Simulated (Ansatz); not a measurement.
Geometry optimisation, RKS B3LYP/6-31G* (Ansatz).

input.yaml

```yaml
crystal:
  periodic: [false, false, false]
  atoms:
    - { symbol: B, position_ang: [0.051811, -0.444505, -0.363777] }
    - { symbol: H, position_ang: [-0.043052, 0.117901, 1.968079] }
    - { symbol: H, position_ang: [1.054393, 0.193603, -0.463461] }
    - { symbol: H, position_ang: [-1.031495, 0.021164, -0.581578] }
    - { symbol: O, position_ang: [0.195137, -1.777632, -0.034734] }
    - { symbol: H, position_ang: [-0.658832, -2.234, 0.002224] }
    - { symbol: H, position_ang: [0.066438, -0.564031, 1.822447] }
basis:
  gaussian: { orbitals: "6-31G*" }
hamiltonian:
  xc: b3lyp
relax:
  f_tol: 0.03
  max_steps: 50
```

Launched with:

```bash
$ ansatz run input.yaml --threads 1 --pin off --max-ram 2048MiB --backend cpu --events-out ev --progress --plain --runs-dir out
```

Question: Where does it end, and by what steps?

Answer: It converged. The force dipped under the threshold on the way, but the program's further checks kept it going. After 44 steps the energy has fallen by 0.274 eV; H4 moved furthest, 1.77 Å.

```
step  energy less start (eV)  largest force component (eV/Å)  accepted
   0                  0.0000                           1.534       yes
   2                 -0.2094                           0.371       yes
   4                 -0.2388                           0.232       yes
   6                 -0.2442                           0.137       yes
   8                 -0.2467                           0.257       yes
  10                 -0.2510                           0.040       yes
  12                 -0.2553                           0.030       yes
  14                 -0.2501                           0.611        no
  16                 -0.2626                           0.097       yes
  18                 -0.2651                           0.153       yes
  20                 -0.2675                           0.140       yes
  22                 -0.2686                           0.055       yes
  24                 -0.2696                           0.109       yes
  26                 -0.2699                           0.142       yes
  28                 -0.2710                           0.077       yes
  30                 -0.2718                           0.108       yes
  32                 -0.2722                           0.101       yes
  34                 -0.2723                           0.046       yes
  36                 -0.2733                           0.022       yes
  38                 -0.2735                           0.040       yes
  40                 -0.2699                           0.365        no
  42                 -0.2737                           0.022       yes
  44                 -0.2739                           0.021       yes
```

```xyz
7
Properties=species:S:1:pos:R:3
B 0.053 -0.536 -1.077
H 0.196 -0.446 3.477
H 0.958 0.232 -1.214
H -0.601 -0.941 -2.000
O -0.209 -0.940 0.190
H -0.952 -1.560 0.237
H 0.190 -0.498 2.735
```

Whether the end is a true minimum wasn't checked by a vibrational analysis.

Time of the run: 41 s on 1 thread of Arm Neoverse V1, on a shared host, peak memory 0.1 GiB.
